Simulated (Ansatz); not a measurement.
What does this script print? It uses the Ansatz DFT code, driven from Python.

The script, `ch4s.py`:
```python
'''Active-space calculation on CH4S.'''

import warnings

import ansatz


def main() -> None:
    warnings.simplefilter('ignore', ansatz.DeckWarning)

    system = (
        ansatz.Crystal.molecule()
        .atom('C', [-0.1476, -0.29224, -0.38364])
        .atom('S', [0.56637, 0.04541, 1.25702])
        .atom('H', [-1.17769, 0.05077, -0.41292])
        .atom('H', [-0.11163, -1.3687, -0.51773])
        .atom('H', [0.4464, 0.19667, -1.14994])
        .atom('H', [0.42414, 1.3681, 1.2072])
    )

    job = system.calculation().basis(gaussian='def2-SVP').correlation(active_electrons=2, active_orbitals=2)
    for method in [None, 'sc_nevpt2']:
        r = (job if method is None else job.correlation(method)).run(threads=1, pin='off').report
        space = r['configurations']
        state = space['states'][0]
        print(method or 'casscf', f'total {r["free_energy_ev"] / 27.211386246:.6f} Ha, active-space state {state["energy"]["hartree"]:.6f} Ha, mean field {r["reference_energy_ev"] / 27.211386246:.6f} Ha')
        print('  determinants', state['n_determinants'], ' natural occupations', [round(n, 3) for n in space['natural_occupations']])


if __name__ == '__main__':
    main()
```

```console
$ python ch4s.py
casscf total -437.582236 Ha, active-space state -437.582236 Ha, mean field -437.566448 Ha
  determinants 4  natural occupations [1.976, 0.024]
sc_nevpt2 total -437.847830 Ha, active-space state -437.582221 Ha, mean field -437.566448 Ha
  determinants 4  natural occupations [1.976, 0.024]
```

Caveats:
- Total energies depend on the basis set; only differences at equal settings carry meaning.
- The geometry is a force-field or estimated start, not a minimum of this method, and the basis set is short of its limit. The active space starts as a window about the frontier orbitals and is then optimised, not chosen by chemistry.
- Timing: 4.8 s on 1 thread of Arm Neoverse N1, with other jobs on the host, peak memory 0.15 GiB.
